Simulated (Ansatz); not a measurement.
**Pyrite RuS₂**

These are LDA (Ansatz, a first-principles code, PAW) values and carry that method's errors.

Numerical settings: plane-wave cutoff 500 eV, 6×6×6 k mesh, gaussian smearing 0.02 eV, no spin polarisation, scalar-relativistic PAW data made under PBE.

Cell (relaxed at this level):

```cif
data_Ru4S8
_chemical_formula_sum 'Ru4 S8'
_space_group_name_H-M_alt 'Pa-3'
_space_group_IT_number 205
_space_group_name_Hall '-P 2ac 2ab 3'
_cell_length_a 5.54976
_cell_length_b 5.54976
_cell_length_c 5.54976
_cell_angle_alpha 90.000
_cell_angle_beta 90.000
_cell_angle_gamma 90.000
loop_
_atom_site_label
_atom_site_type_symbol
_atom_site_symmetry_multiplicity
_atom_site_Wyckoff_symbol
_atom_site_fract_x
_atom_site_fract_y
_atom_site_fract_z
_atom_site_occupancy
Ru1 Ru 4 a 0.00000 0.00000 0.00000 1
S1 S 8 c 0.38613 0.38613 0.38613 1
```

| Item | Result |
|---|---|
| band gap | 0.48 eV (on the SCF k mesh) |

Spin–orbit coupling is not included.

The computed numbers hold no vibrational or temperature effects.

The result took roughly 80 core-seconds.
